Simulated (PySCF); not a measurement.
**MgAl: one state, many levels of theory**

State: ²Π (doublet), unpaired electrons π ↑. Set-up: PySCF, no relativity, basis sets Mg def2-SVPD, Al def2-SVPD. De refers to Mg + Al in their high-spin ground configurations, without counterpoise correction. The functionals are run spin-unrestricted. A positive dipole means Mg(−)Al(+). Levels whose curve was spin-contaminated or gave no clean fit are not listed.

```json
{"Level": "UHF-CCSD(T)", "Re (Å)": "2.957", "ωe (cm⁻¹)": "174", "De (eV)": "0.277", "μ (D)": "n/a"}
{"Level": "LDA", "Re (Å)": "2.821", "ωe (cm⁻¹)": "228", "De (eV)": "0.77", "μ (D)": "-1.22"}
{"Level": "PBE", "Re (Å)": "2.879", "ωe (cm⁻¹)": "212", "De (eV)": "0.60", "μ (D)": "-1.26"}
{"Level": "r²SCAN", "Re (Å)": "2.873", "ωe (cm⁻¹)": "216", "De (eV)": "0.60", "μ (D)": "-1.43"}
{"Level": "PBE0", "Re (Å)": "2.902", "ωe (cm⁻¹)": "200", "De (eV)": "0.499", "μ (D)": "-1.42"}
{"Level": "B97-3", "Re (Å)": "2.927", "ωe (cm⁻¹)": "191", "De (eV)": "0.409", "μ (D)": "-1.46"}
{"Level": "HSE06", "Re (Å)": "2.901", "ωe (cm⁻¹)": "200", "De (eV)": "0.51", "μ (D)": "-1.39"}
```

(1) Which functional lies closest to UHF-CCSD(T) in De, which farthest, and by how much do they differ from it?

(2) What does the step from GGA to meta-GGA do here, going from PBE to r²SCAN?

(3) What does the gradient correction do here, going from LDA to PBE?

Correlated steps freeze 6 core orbitals. Correlated levels converge slowly with the basis: in double zeta they bind strong bonds too weakly, by up to about 1 eV, and carry superposition errors of some tenths. The state was picked by a PBE0 search and need not be the measured ground state.

Results:

(1) Closest is B97-3 (-3.0 pm in Re, +9.8 % in ωe, +0.13 eV in De against UHF-CCSD(T) in the same basis), farthest LDA (-13.6 pm in Re, +31.0 % in ωe, +0.49 eV in De). CCSD(T) converges more slowly with the basis than the functionals do and binds too weakly in this one, so the order can change at the basis-set limit.

(2) r²SCAN less PBE: -0.6 pm in Re, +1.9 % in ωe, +0.00 eV in De. 

(3) PBE less LDA: +5.8 pm in Re, -7.0 % in ωe, -0.17 eV in De. The gradient correction favours the more uneven density of free atoms, so it tends to lengthen bonds and takes away much of the overbinding of LDA; so it does here.
